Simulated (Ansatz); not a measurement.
# SiH₄F radical (built from SMILES F.[SiH3]): functionals against CCSD(T) at one geometry

How do the functionals fare away from a minimum? The structure is a displaced guess of a reacting structure.

Program: Ansatz 0.2.0, Gaussian basis. Level of theory: single points in def2-TZVPP. These are calculated values, not measurements.

Cores are frozen in the correlated methods. Orbitals are unrestricted.

## Step 1: Starting geometry

6 atoms, charge 0, spin multiplicity 2.

Atoms are counted from 1 here; the program's logs count them from 0.

Bond lengths: Si3–H4 1.347 Å, Si3–H5 1.380 Å, Si3–H6 1.363 Å. Angles: H4–Si3–H5 111.6°, H4–Si3–H6 119.8°, H5–Si3–H6 120.6°.

Coordinates:

```csv
atom,x (Å),y (Å),z (Å)
H1,0.8448,-0.7411,-0.2336
F2,1.5199,-1.6570,-0.8670
Si3,-0.4725,0.4290,0.2105
H4,-1.5278,0.0313,-0.5258
H5,0.0479,1.6214,-0.2499
H6,-0.4117,0.1100,1.5340
```

## Step 2: CCSD(T)/def2-TZVPP

run/in.yaml reads:

```yaml
crystal:
  periodic: [false, false, false]
  atoms:
    - {symbol: H, position_ang: [0.844800, -0.741100, -0.233600]}
    - {symbol: F, position_ang: [1.519900, -1.657000, -0.867000]}
    - {symbol: Si, position_ang: [-0.472500, 0.429000, 0.210500]}
    - {symbol: H, position_ang: [-1.527800, 0.031300, -0.525800]}
    - {symbol: H, position_ang: [0.047900, 1.621400, -0.249900]}
    - {symbol: H, position_ang: [-0.411700, 0.110000, 1.534000]}
basis:
  gaussian: {orbitals: def2-TZVPP}
magnetization: {spin_polarized: true, initial_magnetization: 1}
correlation: {method: ccsd_t}
scf: {omitted_lower_state_checks: [cluster_reference]}
output: {forces: true}
```

The command line of these runs was not kept.

## Step 3: PBE0-D4/def2-TZVPP

run/in.yaml, as its differences from that of step 2:

```diff
@@ -12,4 +12,3 @@
 magnetization: {spin_polarized: true, initial_magnetization: 1}
-correlation: {method: ccsd_t}
-scf: {omitted_lower_state_checks: [cluster_reference]}
-output: {forces: true}
+hamiltonian: {xc: pbe0, dispersion: d4}
+output: {forces: true, orbitals: {seedname: orbitals}}
```

## Step 4: wB97M-V/def2-TZVPP

run/in.yaml, as its differences from that of step 3:

```diff
@@ -12,3 +12,3 @@
 magnetization: {spin_polarized: true, initial_magnetization: 1}
-hamiltonian: {xc: pbe0, dispersion: d4}
-output: {forces: true, orbitals: {seedname: orbitals}}
+hamiltonian: {xc: {name: wB97M-V}}
+output: {forces: true}
```

## Step 5: r2SCAN-D4/def2-TZVPP

run/in.yaml, as its differences from that of step 4:

```diff
@@ -12,3 +12,3 @@
 magnetization: {spin_polarized: true, initial_magnetization: 1}
-hamiltonian: {xc: {name: wB97M-V}}
+hamiltonian: {xc: r2scan, dispersion: d4}
 output: {forces: true}
```

## Step 6: PBE-D4/def2-TZVPP

run/in.yaml, as its differences from that of step 5:

```diff
@@ -12,3 +12,3 @@
 magnetization: {spin_polarized: true, initial_magnetization: 1}
-hamiltonian: {xc: r2scan, dispersion: d4}
+hamiltonian: {xc: pbe, dispersion: d4}
 output: {forces: true}
```

## Step 7: BHLYP-D4/def2-TZVPP

run/in.yaml, as its differences from that of step 6:

```diff
@@ -12,3 +12,3 @@
 magnetization: {spin_polarized: true, initial_magnetization: 1}
-hamiltonian: {xc: pbe, dispersion: d4}
+hamiltonian: {xc: {name: BHLYP}, dispersion: d4}
 output: {forces: true}
```

## Step 8: BLYP-D4/def2-TZVPP

run/in.yaml, as its differences from that of step 7:

```diff
@@ -12,3 +12,3 @@
 magnetization: {spin_polarized: true, initial_magnetization: 1}
-hamiltonian: {xc: {name: BHLYP}, dispersion: d4}
+hamiltonian: {xc: {name: BLYP}, dispersion: d4}
 output: {forces: true}
```

(Steps that only read results are left out.)

**Question.** What will these runs give? Wanted: energy less free atoms, CCSD(T)/def2-TZVPP; RMS force component; RMS force error; HOMO and LUMO, PBE0-D4; T1 diagnostic.

**Answer**, as computed:

| quantity | value |
| --- | --- |
| energy less free atoms, CCSD(T)/def2-TZVPP | -13.878 eV |
| RMS force component | 1.514 to 1.692 eV/Å over the methods |
| RMS force error | PBE0-D4 0.157, wB97M-V 0.182, r2SCAN-D4 0.182, PBE-D4 0.244, BHLYP-D4 0.239, BLYP-D4 0.314 eV/Å |
| HOMO and LUMO, PBE0-D4 | -7.88 and -4.13 eV |
| T1 diagnostic | 0.025 |

Against CCSD(T) the functionals' energies less atoms differ by -0.795 to -0.100 eV, PBE-D4 by -0.630 eV. CCSD(T) in triple zeta still lacks some correlation energy of the bonds, so part of these gaps is its own basis error and they don't rank the functionals. On forces the order runs from PBE0-D4 to BLYP-D4. Frozen-core CCSD(T) forces in triple zeta carry basis errors of their own, and this is one geometry, so small gaps rank nothing.
